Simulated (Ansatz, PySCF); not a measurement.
This Ansatz (a program for electronic structure) input computes a CCSD(T)/cc-pVDZ energy:

Ansatz 0.2 input:
```yaml
crystal:
  periodic: [false, false, false]
  atoms:
    - {symbol: O, position_ang: [0.00698159, -0.00938093, 1.15639185]}
    - {symbol: C, position_ang: [0.01002135, 1.09121187, 0.35485194]}
    - {symbol: C, position_ang: [-0.00584318, -1.09682594, 0.33719784]}
    - {symbol: C, position_ang: [-0.00057460, 0.72400222, -0.94957313]}
    - {symbol: C, position_ang: [-0.01096108, -0.70850213, -0.96113124]}
    - {symbol: H, position_ang: [0.01993172, 2.04136423, 0.85814072]}
    - {symbol: H, position_ang: [-0.00976940, -2.05501900, 0.82508919]}
    - {symbol: H, position_ang: [-0.00100663, 1.38402074, -1.80017025]}
    - {symbol: H, position_ang: [-0.02086345, -1.35463467, -1.82226699]}
basis:
  gaussian:
    orbitals: cc-pVDZ
magnetization: {spin_polarized: false}
correlation: {method: ccsd_t, electrons: outside_noble_gas}
```

**Question.** Write an input for the same energy in PySCF and say what it gives.

**Answer.** 
```python
from pyscf import gto, scf, mp, cc as ccmod

mol = gto.M(
    atom='''
    O     0.00698159   -0.00938093    1.15639185
    C     0.01002135    1.09121187    0.35485194
    C    -0.00584318   -1.09682594    0.33719784
    C    -0.00057460    0.72400222   -0.94957313
    C    -0.01096108   -0.70850213   -0.96113124
    H     0.01993172    2.04136423    0.85814072
    H    -0.00976940   -2.05501900    0.82508919
    H    -0.00100663    1.38402074   -1.80017025
    H    -0.02086345   -1.35463467   -1.82226699
    ''',
    basis='cc-pvdz',
    charge=0,
    spin=0,
    verbose=4,
)

mf = scf.RHF(mol)
mf.conv_tol = 1e-10
mf.max_cycle = 100
mf.kernel()
mp2 = mp.MP2(mf, frozen=5).run()
cc = ccmod.CCSD(mf, frozen=5)
cc.max_cycle = 100
cc.kernel()
et = cc.ccsd_t()
print(f'E(CCSD(T)) = {cc.e_tot + et:.9f}')
```
It gives -229.40730 Eh, and Ansatz -229.40730 Eh, a difference of 0.00 mEh.
